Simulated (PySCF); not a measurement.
Species: 2-butyne, C₄H₆.
Bonds: C1–C2, C2–C3 (triple), C3–C4. Hydrogens: H5, H6, H7 on C1; H8, H9, H10 on C4.

Computed with PBE0-D3(BJ)/def2-TZVP geometry optimisation, gas phase (PySCF).

(1) List the bond lengths and angles at this level.

Results:

(1) 
```csv
bond,length (Å),order
"C1–C2, C3–C4",1.451,single
C2≡C3,1.202,triple
C1–H5 and 5 like bonds,1.093,single
```

Bonds in one row agree within 0.01 Å and their mean is given. Orders are formal, as drawn. A selection of angles:
```csv
angle,degrees
C2–C1–H5,111.1
H5–C1–H6,107.8
C1–C2–C3,180.0
```

The 3 C–C bonds span 1.202 Å (C2≡C3, drawn triple) to 1.451 Å (C3–C4, drawn single), a spread of 0.249 Å. The 4 heavy atoms lie on one line within 0.05 Å.

Point group: near D3h, missed by 0.17 Å at most; the miss may be what the optimiser left on a soft mode (D3 holds within 0.08 Å). Not checked by PBE0-D3(BJ)/def2-TZVP frequencies.
